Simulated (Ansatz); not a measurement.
# C₃H₃F₃: basis-set convergence

The task here is to estimate one member of a computed series from the others.

The runs use Ansatz 0.2.0, Gaussian basis; one geometry, several basis sets.

Plan: PBE0-D4/def2-SVP; ωB97M-V/def2-SVP; PBE0-D4/def2-QZVPP; ωB97M-V/def2-QZVPP; the functionals' def2-TZVPP values are taken from earlier runs.

## The relaxed structure

An earlier PBE0-D4 in a triple-zeta def2 set relaxation fixed the geometry.

SMILES `C=C(F)C(F)F`, 9 atoms, charge 0, spin multiplicity 1.

Atoms are counted from 1 here; the program's logs count them from 0.

Bond lengths: C1–C2 1.316 Å, C1–H7 1.080 Å, C1–H8 1.082 Å, C2–F3 1.337 Å, C2–C4 1.498 Å, C4–F5 1.349 Å, C4–F6 1.356 Å, C4–H9 1.096 Å. Angles: C2–C1–H7 119.5°, C2–C1–H8 120.8°, H7–C1–H8 119.7°, C1–C2–F3 122.5°, C1–C2–C4 127.0°, F3–C2–C4 110.6°, C2–C4–F5 110.4°, C2–C4–F6 109.8°, C2–C4–H9 111.9°, F5–C4–F6 108.0°, F5–C4–H9 108.9°, F6–C4–H9 107.7°.

Set-up of the first run:

The input, in.yaml:

```yaml
crystal:
  periodic: [false, false, false]
  atoms:
    - {symbol: C, position_ang: [-0.073063, -1.384098, 0.326146]}
    - {symbol: C, position_ang: [0.337545, -0.136217, 0.401419]}
    - {symbol: F, position_ang: [1.225442, 0.273479, 1.312698]}
    - {symbol: C, position_ang: [-0.071083, 1.001365, -0.483591]}
    - {symbol: F, position_ang: [-0.903517, 0.568737, -1.452554]}
    - {symbol: F, position_ang: [-0.726224, 1.938553, 0.245086]}
    - {symbol: H, position_ang: [-0.788828, -1.663514, -0.432648]}
    - {symbol: H, position_ang: [0.294536, -2.131244, 1.016496]}
    - {symbol: H, position_ang: [0.793691, 1.486737, -0.950152]}
basis:
  gaussian: {orbitals: def2-SVP}
hamiltonian: {xc: pbe0, dispersion: d4}
output: {orbitals: {seedname: orbitals}}
```

Run with:

```bash
$ ansatz run in.yaml --threads 4 --pin off --events-out ev --progress --plain --max-ram 10444MiB
```

Among the steps run: PBE0-D4 in def2-SVP; ωB97M-V in def2-SVP; PBE0-D4 in def2-QZVPP; ωB97M-V in def2-QZVPP.

One of the session's tables, all rows but one given; the rest of the session is left out.

It belongs to the step «Density functionals: the series». 

| functional | basis | HOMO (eV) | LUMO (eV) |
| --- | --- | --- | --- |
| PBE0-D4 | def2-SVP | -8.13 | -0.23 |
| PBE0-D4 | def2-TZVPP | -8.23 | -0.46 |
| PBE0-D4 | def2-QZVPP | -8.26 | -0.55 |
| ωB97M-V | def2-SVP | -10.40 | 2.04 |
| ωB97M-V | def2-TZVPP | ? | ? |
| ωB97M-V | def2-QZVPP | -10.55 | 1.50 |

Estimate the missing values for ωB97M-V, def2-TZVPP.

**Answer.** HOMO (eV): -10.51; LUMO (eV): 1.71. In the column «HOMO (eV)» it lies between ωB97M-V, def2-QZVPP (-10.55) and ωB97M-V, def2-SVP (-10.40).
